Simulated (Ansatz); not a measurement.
Reaction (atomization): `O=c1occo1` → 3 C• + 2 H• + 3 O•

Isolated molecules relaxed with PBE0-D4/def2-TZVP in Ansatz; ΔE leaves out vibrations. CBS: MP2 limit from def2 TZ/QZ plus the TZ coupled-cluster correction, frozen cores. This one scheme is used for every species, atoms too. Functionals use def2-TZVPP. B3LYP here is the variant with VWN-RPA as its local correlation; programs differ in this. HSE06 is defined as in plane-wave codes. Open shells (•) are unrestricted, without spin–orbit coupling. Spin–orbit coupling would lower the free atoms: a little for C, O.

```
             level  ΔE (kJ/mol)  difference from CCSD(T)/CBS
       LDA (SPW92)       4649.4                        834.4
            PBE-D4       4049.4                        234.4
         revPBE-D4       3898.8                         83.8
           BLYP-D4       3877.6                         62.6
         r2SCAN-D4       3871.9                         56.9
            B97M-V       3836.3                         21.3
           PBE0-D4       3879.5                         64.5
        r2SCANh-D4       3816.4                          1.4
        r2SCAN0-D4       3736.4                        -78.6
          HSE06-D4       3884.9                         69.9
          BHLYP-D4       3589.2                       -225.8
      CAM-B3LYP-D4       3844.2                         29.2
           ωB97X-V       3839.9                         24.9
           ωB97M-V       3846.2                         31.2
          PBE-QIDH       3813.8                         -1.2
               PBE       4033.7                        218.7
            revPBE       3841.5                         26.5
              BLYP       3841.4                         26.4
            r2SCAN       3868.2                         53.2
              PBE0       3866.5                         51.5
             B3LYP       3790.7                        -24.3
           r2SCANh       3812.5                         -2.5
           r2SCAN0       3732.0                        -83.0
             BHLYP       3572.0                       -243.0
         CAM-B3LYP       3831.4                         16.4
       HF/def2-SVP       2567.6                      -1247.4
      MP2/def2-SVP       3776.3                        -38.7
     CCSD/def2-SVP       3558.1                       -256.9
  CCSD(T)/def2-SVP       3630.6                       -184.4
     HF/def2-TZVPP       2510.4                      -1304.6
    MP2/def2-TZVPP       3873.4                         58.4
SCS-MP2/def2-TZVPP       3785.4                        -29.6
   CCSD/def2-TZVPP       3596.4                       -218.6
CCSD(T)/def2-TZVPP       3699.1                       -115.9
     HF/def2-QZVPP       2516.0                      -1299.0
    MP2/def2-QZVPP       3941.9                        126.9
SCS-MP2/def2-QZVPP       3861.6                         46.6
      HF/CBS(def2)       2516.8                      -1298.2
     MP2/CBS(def2)       3989.3                        174.3
    CCSD/CBS(def2)       3712.3                       -102.7
       CCSD(T)/CBS       3815.0                            0
```

Largest T1 diagnostic among the species: 0.016.

At CCSD(T), def2-SVP lies −184.3 kJ/mol from the extrapolated value and def2-TZVPP −115.9 kJ/mol: correlation converges slowly with the basis, and small sets miss more of it in the bonded molecule than in its fragments. The D4 term adds +25.3 kJ/mol with B3LYP and +13.0 kJ/mol with PBE0; it sums over pairs of atoms, weighted by their polarisabilities, and B3LYP, whose exchange is more repulsive, gets the larger term.

For atomizations the MP2-based limit and the directly extrapolated one differ by several kJ/mol either way, and by 10 to 25 for some Ge, Se and Sn compounds, so smaller differences from it don't rank the levels.
